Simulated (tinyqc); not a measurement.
Inside a calculation. Method: UHF in the sto-3g basis, for H2O, spin multiplicity 3. This run ends on a higher stationary point, not on the lowest solution. One step of it, computed by the program tinyqc.

Task: Iteration 2: diagonalisation and new density. A level shift of 0.5 hartree raises the virtual space: F + shift (S - S D(s) S), with D(s) the density of one spin. Diagonalise F' = X^T F X, C = X C', fill 6 alpha and 4 beta electrons from the bottom; D(s) = C_occ C_occ^T; the new density keeps 0.5 of the old one (damping). Each column has its largest component positive (the first on a tie).

F(alpha) (hartree):
```
             1O 1s      1O 2s     1O 2px     1O 2py     1O 2pz      2H 1s      3H 1s
1O 1s   -21.914867  -5.396700   0.000000   0.000000  -0.007753  -0.549590  -0.549590
1O 2s    -5.396700  -3.051289   0.000000   0.000000  -0.065325  -0.617521  -0.617521
1O 2px    0.000000   0.000000  -1.014833   0.000000   0.000000   0.000000   0.000000
1O 2py    0.000000   0.000000   0.000000  -1.136612   0.000000  -0.262463   0.262463
1O 2pz   -0.007753  -0.065325   0.000000   0.000000  -1.038638  -0.227713  -0.227713
2H 1s    -0.549590  -0.617521   0.000000  -0.262463  -0.227713  -0.363908  -0.209874
3H 1s    -0.549590  -0.617521   0.000000   0.262463  -0.227713  -0.209874  -0.363908
```

F(beta) (hartree):
```
             1O 1s      1O 2s     1O 2px     1O 2py     1O 2pz      2H 1s      3H 1s
1O 1s   -21.859635  -5.351835   0.000000   0.000000  -0.002374  -0.542633  -0.542633
1O 2s    -5.351835  -2.510814   0.000000   0.000000   0.085385  -0.494732  -0.494732
1O 2px    0.000000   0.000000  -0.878482   0.000000   0.000000   0.000000   0.000000
1O 2py    0.000000   0.000000   0.000000  -0.163144   0.000000  -0.141676   0.141676
1O 2pz   -0.002374   0.085385   0.000000   0.000000  -0.858340  -0.177175  -0.177175
2H 1s    -0.542633  -0.494732   0.000000  -0.141676  -0.177175  -0.140019  -0.133058
3H 1s    -0.542633  -0.494732   0.000000   0.141676  -0.177175  -0.133058  -0.140019
```

X:
```
            1O 1s      1O 2s    1O 2px     1O 2py     1O 2pz      2H 1s      3H 1s
1O 1s    1.022911  -0.130206  0.000000   0.000000  -0.004445   0.014420   0.014420
1O 2s   -0.130206   1.086318  0.000000   0.000000   0.038242  -0.148407  -0.148407
1O 2px   0.000000   0.000000  1.000000   0.000000   0.000000   0.000000   0.000000
1O 2py   0.000000   0.000000  0.000000   1.035847   0.000000  -0.116900   0.116900
1O 2pz  -0.004445   0.038242  0.000000   0.000000   1.022710  -0.088497  -0.088497
2H 1s    0.014420  -0.148407  0.000000  -0.116900  -0.088497   1.063907  -0.041493
3H 1s    0.014420  -0.148407  0.000000   0.116900  -0.088497  -0.041493   1.063907
```

D(alpha) after iteration 1:
```
            1O 1s      1O 2s    1O 2px     1O 2py     1O 2pz      2H 1s      3H 1s
1O 1s    0.562291  -0.275872  0.000000   0.000000  -0.016604   0.048597   0.048597
1O 2s   -0.275872   1.242532  0.000000   0.000000   0.107500  -0.318209  -0.318209
1O 2px   0.000000   0.000000  1.000000   0.000000   0.000000   0.000000   0.000000
1O 2py   0.000000   0.000000  0.000000   1.069938   0.000000  -0.153152   0.153152
1O 2pz  -0.016604   0.107500  0.000000   0.000000   1.063081  -0.186726  -0.186726
2H 1s    0.048597  -0.318209  0.000000  -0.153152  -0.186726   0.866547   0.238911
3H 1s    0.048597  -0.318209  0.000000   0.153152  -0.186726   0.238911   0.866547
```

D(beta) after iteration 1:
```
            1O 1s      1O 2s    1O 2px     1O 2py     1O 2pz      2H 1s      3H 1s
1O 1s    0.532833  -0.141264  0.000000   0.000000   0.031670   0.011377   0.011377
1O 2s   -0.141264   0.618540  0.000000   0.000000  -0.122560  -0.102416  -0.102416
1O 2px   0.000000   0.000000  1.000000   0.000000   0.000000   0.000000   0.000000
1O 2py   0.000000   0.000000  0.000000   0.018785   0.000000  -0.076036   0.076036
1O 2pz   0.031670  -0.122560  0.000000   0.000000   0.973889  -0.077065  -0.077065
2H 1s    0.011377  -0.102416  0.000000  -0.076036  -0.077065   0.578591  -0.036948
3H 1s    0.011377  -0.102416  0.000000   0.076036  -0.077065  -0.036948   0.578591
```

overlap S:
```
           1O 1s     1O 2s    1O 2px     1O 2py    1O 2pz     2H 1s      3H 1s
1O 1s   1.000000  0.236704  0.000000   0.000000  0.000000  0.023622   0.023622
1O 2s   0.236704  1.000000  0.000000   0.000000  0.000000  0.277319   0.277319
1O 2px  0.000000  0.000000  1.000000   0.000000  0.000000  0.000000   0.000000
1O 2py  0.000000  0.000000  0.000000   1.000000  0.000000  0.200371  -0.200371
1O 2pz  0.000000  0.000000  0.000000   0.000000  1.000000  0.168913   0.168913
2H 1s   0.023622  0.277319  0.000000   0.200371  0.168913  1.000000   0.119217
3H 1s   0.023622  0.277319  0.000000  -0.200371  0.168913  0.119217   1.000000
```

Give: F' = X^T F X; orbital energies; coefficients C; F' = X^T F X; orbital energies; coefficients C; D(alpha) after iteration 2; D(beta) after iteration 2.

Result:

F' = X^T F X (alpha) (hartree):
```
          1        2        3        4        5        6        7
1  -21.3260  -2.5814   0.0000   0.0000  -0.0147  -0.0494  -0.0494
2   -2.5814  -2.1136   0.0000   0.0000  -0.0308  -0.2109  -0.2109
3    0.0000   0.0000  -1.0148   0.0000   0.0000   0.0000   0.0000
4    0.0000   0.0000   0.0000  -1.0951   0.0000  -0.1641   0.1641
5   -0.0147  -0.0308   0.0000   0.0000  -1.0135  -0.1100  -0.1100
6   -0.0494  -0.2109   0.0000  -0.1641  -0.1100  -0.0636  -0.2284
7   -0.0494  -0.2109   0.0000   0.1641  -0.1100  -0.2284  -0.0636
```

orbital energies (alpha) (hartree): MO1 -21.6673, MO2 -1.8303, MO3 -1.1365, MO4 -1.0367, MO5 -1.0148, MO6 -0.2107, MO7 0.2062

coefficients C (alpha):
```
            MO1      MO2      MO3      MO4     MO5      MO6      MO7
1O 1s    0.9971  -0.2551   0.0000   0.0242  0.0000   0.0617   0.0000
1O 2s    0.0122   1.0343   0.0000  -0.1093  0.0000  -0.4008   0.0000
1O 2px   0.0000   0.0000   0.0000   0.0000  1.0000   0.0000   0.0000
1O 2py   0.0000   0.0000   0.9907   0.0000  0.0000   0.0000  -0.3446
1O 2pz   0.0009   0.0860   0.0000   0.9786  0.0000  -0.3132   0.0000
2H 1s   -0.0016  -0.0152   0.0221   0.0479  0.0000   0.7418   0.7900
3H 1s   -0.0016  -0.0152  -0.0221   0.0479  0.0000   0.7418  -0.7900
```

F' = X^T F X (beta) (hartree):
```
          1        2        3        4        5        6        7
1  -21.2682  -2.6372   0.0000   0.0000  -0.0377  -0.0474  -0.0474
2   -2.6372  -1.3098   0.0000   0.0000   0.2115  -0.2348  -0.2348
3    0.0000   0.0000  -0.8785   0.0000   0.0000   0.0000   0.0000
4    0.0000   0.0000   0.0000   0.3932   0.0000  -0.1406   0.1406
5   -0.0377   0.2115   0.0000   0.0000  -0.8003  -0.1331  -0.1331
6   -0.0474  -0.2348   0.0000  -0.1406  -0.1331   0.2563  -0.0542
7   -0.0474  -0.2348   0.0000   0.1406  -0.1331  -0.0542   0.2563
```

orbital energies (beta) (hartree): MO1 -21.6113, MO2 -1.1367, MO3 -0.8785, MO4 -0.7626, MO5 0.1488, MO6 0.3345, MO7 0.5549

coefficients C (beta):
```
            MO1      MO2     MO3      MO4      MO5      MO6      MO7
1O 1s    0.9977  -0.2221  0.0000  -0.1087   0.0000   0.0849   0.0000
1O 2s    0.0099   0.9024  0.0000   0.4260   0.0000  -0.4966   0.0000
1O 2px   0.0000   0.0000  1.0000   0.0000   0.0000   0.0000   0.0000
1O 2py   0.0000   0.0000  0.0000   0.0000   0.5253   0.0000   0.9079
1O 2pz   0.0004  -0.4700  0.0000   0.8527   0.0000  -0.3392   0.0000
2H 1s   -0.0012   0.0147  0.0000   0.0830   0.5326   0.7387  -0.5839
3H 1s   -0.0012   0.0147  0.0000   0.0830  -0.5326   0.7387   0.5839
```

D(alpha) after iteration 2:
```
          1O 1s    1O 2s  1O 2px   1O 2py   1O 2pz    2H 1s    3H 1s
1O 1s    0.8130  -0.2775  0.0000   0.0000  -0.0166   0.0489   0.0489
1O 2s   -0.2775   1.2425  0.0000   0.0000   0.1075  -0.3182  -0.3182
1O 2px   0.0000   0.0000  1.0000   0.0000   0.0000   0.0000   0.0000
1O 2py   0.0000   0.0000  0.0000   1.0258   0.0000  -0.0656   0.0656
1O 2pz  -0.0166   0.1075  0.0000   0.0000   1.0631  -0.1867  -0.1867
2H 1s    0.0489  -0.3182  0.0000  -0.0656  -0.1867   0.7099   0.3956
3H 1s    0.0489  -0.3182  0.0000   0.0656  -0.1867   0.3956   0.7099
```

D(beta) after iteration 2:
```
          1O 1s    1O 2s  1O 2px   1O 2py   1O 2pz    2H 1s    3H 1s
1O 1s    0.7947  -0.1891  0.0000   0.0000   0.0219  -0.0011  -0.0011
1O 2s   -0.1891   0.8072  0.0000   0.0000  -0.0918  -0.0269  -0.0269
1O 2px   0.0000   0.0000  1.0000   0.0000   0.0000   0.0000   0.0000
1O 2py   0.0000   0.0000  0.0000   0.0094   0.0000  -0.0380   0.0380
1O 2pz   0.0219  -0.0918  0.0000   0.0000   0.9610  -0.0066  -0.0066
2H 1s   -0.0011  -0.0269  0.0000  -0.0380  -0.0066   0.2928  -0.0149
3H 1s   -0.0011  -0.0269  0.0000   0.0380  -0.0066  -0.0149   0.2928
```
